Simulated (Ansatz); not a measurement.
A ladder of methods for BH2F (SMILES [H]B([H])F)

BH2F has 4 atoms, charge 0, and is taken as a singlet. As SMILES, `[H]B([H])F`. The coordinates come from a GFN2-xTB relaxation.

```xyz
4

B     0.0300    0.0492    0.0006
H     1.1984   -0.0340    0.0156
H    -0.5783    1.0502   -0.0194
F    -0.6501   -1.0654    0.0032
```

Each level gives the vertical electron affinity (to the doublet anion) (eV). The values are calculated.

The electron affinity is E(neutral) − E(anion): positive where the electron is bound.

| level | kind | program | value (eV) | less FCI/STO-3G | CPU time (all runs) |
| --- | --- | --- | --- | --- | --- |
| CAM-B3LYP/STO-3G | range-separated hybrid | Ansatz | -6.42 | +1.09 | 1.1 s |
| HSE06/STO-3G | range-separated hybrid | Ansatz | -6.41 | +1.10 | 1.3 s |
| wB97M-V/STO-3G | range-separated hybrid | Ansatz | -6.75 | +0.76 | 9 s |
| B2PLYP/STO-3G | double hybrid | Ansatz | -6.81 | +0.70 | 1.2 s |
| MP2/STO-3G | perturbation theory | Ansatz | -7.41 | +0.10 | 0.11 s |
| CCSD/STO-3G | coupled cluster or CI | Ansatz | -7.43 | +0.08 | 0.19 s |
| CCSDT/STO-3G | coupled cluster or CI | Ansatz | -7.52 | -0.01 | 0.4 s |
| CCSDTQ/STO-3G | coupled cluster or CI | Ansatz | -7.51 | 0.00 | 24 s |
| FCI/STO-3G | exact in the basis | Ansatz | -7.51 | 0.00 | 0.46 s |

FCI/STO-3G is exact within its basis and frozen core, so for wave-function methods in that basis the difference is their error; functionals converge differently with the basis, so for them it is only a difference. The values span -7.52 to -6.41 eV. All rows use very small basis sets, so none should be taken for the real molecule's value. Negative values mean that the anion is unbound at that level; they are set by how diffuse the basis is and aren't properties of the molecule, whose anion may well be bound. In so small a basis fixed costs decide the times, and correlated methods can beat functionals. CPU times are rough (shared hosts, several kinds of processor and program).
